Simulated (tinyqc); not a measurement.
Inside a calculation. Method: ROHF in the sto-3g basis, for LiH, spin multiplicity 3. One step of it, computed by the program tinyqc.

Problem. Iteration 2: DIIS coefficients. Solve [B -1; -1 0][c; lambda] = [0; -1] for the coefficients, which sum to one.

B (overlaps of the stored error matrices):
```
               1              2
1  1.2251837e-01  2.6631844e-02
2  2.6631844e-02  6.7567514e-03
```

Give: DIIS coefficients.

Solution.

DIIS coefficients: -0.261  1.261
